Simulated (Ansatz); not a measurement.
# Strength of the O–H bond: C3H4O → C3H3O + H

Species: C3H4O (propargyl alcohol) `C#CCO`, singlet; C3H3O `C#CC[O]`, doublet; H atom, doublet. 

Shapes, held fixed at every level: PBE0-D4/def2-TZVP. Flexible molecules stand in one conformer, not always the lowest. Programs: Ansatz 0.2.0. The zero-point and thermal change to 298 K, harmonic and unscaled (PBE0-D4/def2-TZVP), is -33.3 kJ/mol.

| level | kind | ΔH(298 K) (kJ/mol) | less CCSD(T)/CBS estimate |
| --- | --- | --- | --- |
| HF/def2-SVP | Hartree–Fock | +296.8 | -154.2 |
| HF/def2-TZVPP | Hartree–Fock | +299.9 | -151.1 |
| PBE-D4/def2-TZVPP | GGA | +417.4 | -33.6 |
| B3LYP-D4/def2-TZVPP | global hybrid | +424.3 | -26.7 |
| BHLYP-D4/def2-TZVPP | global hybrid | +414.4 | -36.6 |
| B2PLYP/def2-TZVPP | double hybrid | +432.4 | -18.6 |
| MP2/def2-TZVPP | perturbation theory | +459.0 | +8.0 |
| CCSD(T)/CBS estimate | coupled cluster or CI | +451.0 | 0.0 |

The highest level, CCSD(T)/CBS estimate, gives ΔH(298 K) = +451.0 kJ/mol; the levels span +296.8 to +459.0. The column of differences is taken from that level and isn't an error. Hartree–Fock misses the correlation of the pair that is broken and comes out low. No measured value is set beside it here. Open shells run unrestricted unless RO is named. The CBS estimate extrapolates MP2 from def2-TZVPP and def2-QZVPP and adds CCSD(T) − MP2 in the triple-zeta set, cores frozen.
